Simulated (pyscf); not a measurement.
•H₂Si–Cl (SMILES [SiH2]Cl) + H₂O (SMILES O) → HO–SiH₂• (SMILES O[SiH2]) + HCl (SMILES Cl) (four-centre exchange; doublet surface; Cl–Si, H–O broken, O–Si, Cl–H formed). Structures and frequencies: ωB97X-D3(BJ)/def2-SVP in PySCF. Correlated levels are frozen-core, on RHF or UHF. ΔMP2 is the change of the MP2 total energy from the triple- to the quadruple-zeta basis. Rate constants from transition-state theory, CCSD(T)/def2-TZVPP + ΔMP2(QZVPP) energies (ideal gas, 1 atm, RRHO with modes under 100 cm⁻¹ raised to 100, one conformer, R ln 2 for rigid chiral ones; no tunnelling), k in cm³ molecule⁻¹ s⁻¹.

```json
[
 {"T (K)": "298", "1000/T": "3.354", "log10 k": "-25.14"},
 {"T (K)": "600", "1000/T": "1.667", "log10 k": "-19.03"},
 {"T (K)": "900", "1000/T": "1.111", "log10 k": "-16.83"},
 {"T (K)": "1200", "1000/T": "0.833", "log10 k": "?"}
]
```

Question: Fit an Arrhenius line to the three values, give the activation energy, and predict k at 1200 K.

Answer: Least squares gives log10 k = -12.80 − 3.69 × 1000/T, so Ea = 3.69 × ln 10 × 1.987 = 16.9 kcal/mol, against an electronic barrier of 16.6. At 1200 K the line gives -15.88; the computed value is -15.61 (ΔG‡ = 56.1 kcal/mol), a factor 1.8 over the line, since the plot is curved. On the product side the descent ends in a complex, 4.8 kcal/mol under the separated species and 14.8 kcal/mol under the saddle at ωB97X-D3(BJ)/def2-TZVP. At ωB97X-D3(BJ) the barrier from the zero used here is 14.3 kcal/mol. One saddle was located; it need not be the lowest between these sides. The CCSD(T) − MP2 part came from Ansatz, without density fitting, on the same reference.
